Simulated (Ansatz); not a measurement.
# SiHO2+ (triplet): wave-function methods side by side, cc-pVTZ

How much of the correlation energy of SiHO2+ (triplet) does each wave-function method recover here?

Computed with Ansatz 0.2.0, Gaussian basis. Level: cc-pVTZ, core rule «outside noble gas», up to 7 orbitals frozen.

To be run: UHF; CCSD(T) on ROHF; CCSD(T) on UHF; BCCD(T) on ROHF; CCSDT(Q) on ROHF; CCSDT(Q) on UHF.

6 further runs of the same task are left out: 1 for a known fault of the program, 5 set aside as unsound or not needed.

### Step 1. The system

The geometry is a PBE0/def2-TZVP stationary point (not a proven minimum) of the parent state, kept for this charge and spin.

4 atoms, charge 1, spin multiplicity 3.

Atoms are counted from 1 here; the program's logs count them from 0.

Bond lengths: O1–Si3 1.627 Å, O1–H4 0.965 Å, O2–Si3 1.525 Å. Angles: Si3–O1–H4 116.9°, O1–Si3–O2 127.5°.

### Step 2. UHF

The input, in.yaml:

```yaml
crystal:
  periodic: [false, false, false]
  atoms:
    - {symbol: O, position_ang: [0.000000, 0.199858, 1.434628]}
    - {symbol: O, position_ang: [0.000000, 0.406627, -1.385152]}
    - {symbol: Si, position_ang: [0.000000, -0.387106, -0.083158]}
    - {symbol: H, position_ang: [0.000000, 1.159459, 1.531796]}
basis:
  gaussian: {orbitals: cc-pVTZ}
total_charge: 1
magnetization: {spin_polarized: true, initial_magnetization: 2}
hamiltonian: {xc: hf}
output: {orbitals: {seedname: orbitals}}
```

The run is started by

```sh
$ ansatz run in.yaml --threads 1 --pin off --events-out ev --progress --plain --max-ram 4096MiB --backend cpu
```

The runs that follow: CCSD(T) on ROHF; CCSD(T) on UHF; BCCD(T) on ROHF; CCSDT(Q) on ROHF; CCSDT(Q) on UHF.

Q: Predict the results of all the runs planned. Wanted: UCCSDT(Q) from the RHF energy; RMP2 from UCCSDT(Q); UMP2 from UCCSDT(Q); RCCSD from UCCSDT(Q); RCCSD(T) from UCCSDT(Q); UCCSD(T) from UCCSDT(Q); RCCSDT(Q) from UCCSDT(Q); T1 diagnostic.

As calculated:

```
                         quantity                      value
    UCCSDT(Q) from the ROHF energy                -14.5092 eV
              RMP2 from UCCSDT(Q)            +23.60 kcal/mol
              UMP2 from UCCSDT(Q)            +23.72 kcal/mol
             RCCSD from UCCSDT(Q)            +13.34 kcal/mol
          RCCSD(T) from UCCSDT(Q)             +1.41 kcal/mol
          UCCSD(T) from UCCSDT(Q)             +1.37 kcal/mol
         RCCSDT(Q) from UCCSDT(Q)             +0.21 kcal/mol
levels within 1 kcal/mol (43 meV)  RCCSDT, UCCSDT, RCCSDT(Q)
                    T1 diagnostic                      0.026
```

In words: RCCSD(T) misses by +1.41 kcal/mol, 0.4 % of the correlation energy. These misses are within one basis, not against nature; the frozen cores of restricted and unrestricted runs differ, which can shift their rows.
